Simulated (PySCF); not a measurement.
Atomic charges by several schemes

Species: allene, C₃H₄.
Structure used (GFN2-xTB), in Å, numbered top down from 1:
```xyz
7
C3H4 angstrom
C     -1.293   -0.002    0.003
C      0.000    0.000   -0.004
C      1.294    0.004   -0.011
H     -1.858    0.622    0.677
H     -1.863   -0.629   -0.664
H      1.856    0.678   -0.637
H      1.867   -0.667    0.609
```

Density: PBE0/pcSseg-1 (PySCF); schemes: Mulliken, IAO, Hirshfeld and ESP-fitted. Isolated species at its GFN2-xTB geometry, gas phase.

Question: At which atom do the 4 schemes differ most?

Answer: At C2: from -0.281 (Mulliken) to +0.277 e (ESP-fitted), 0.558 e apart.

Question: Do the Mulliken, IAO, Hirshfeld and ESP-fitted schemes agree on where the charge is highest?

Answer: The schemes don't all agree: Mulliken H4, H5, H6 and H7 (+0.149); IAO H4, H5, H6 and H7 (+0.173); Hirshfeld H4, H5, H6 and H7 (+0.058); ESP-fitted C2 (+0.277).

Question: Which atoms carry the lowest charge in the Mulliken, IAO, Hirshfeld and ESP-fitted schemes?

Answer: The schemes don't all agree: Mulliken C2 (-0.281); IAO C1 and C3 (-0.372); Hirshfeld C1 and C3 (-0.119); ESP-fitted C1 (-0.611).

Question: What partial charge does each atom carry?

Answer: In e:

```tsv
atom	environment	Mulliken	IAO	Hirshfeld	ESP-fitted
C1	outer carbon of cumulated double bonds	-0.159	-0.372	-0.119	-0.611
C2	central carbon of cumulated double bonds	-0.281	+0.051	+0.007	+0.277
C3	outer carbon of cumulated double bonds	-0.159	-0.372	-0.119	-0.610
H4	hydrogen on C1	+0.149	+0.173	+0.058	+0.236
H5	hydrogen on C1	+0.149	+0.173	+0.058	+0.236
H6	hydrogen on C3	+0.149	+0.173	+0.058	+0.236
H7	hydrogen on C3	+0.149	+0.173	+0.058	+0.236
```

Mean size of the charges over all atoms: ESP-fitted 0.349 e, IAO 0.212 e, Mulliken 0.171 e, Hirshfeld 0.068 e. Each set sums to the total charge, 0, to within 0.001 e. The IAO scheme projects the occupied orbitals on a minimal set of polarised atomic orbitals and counts the electrons in each atom's part of it. The Hirshfeld scheme weights the molecular density at each point by an atom's share of the summed free-atom densities.

Question: How many electrons does the Hirshfeld scheme count on C1?

Answer: Z − q = 6 − (-0.119) = 6.119.

Question: Sum the charges by element.

Answer: 
```csv
element,atoms,Mulliken,IAO,Hirshfeld,ESP-fitted
C,3,-0.598,-0.692,-0.232,-0.944
H,4,+0.598,+0.692,+0.232,+0.944
```
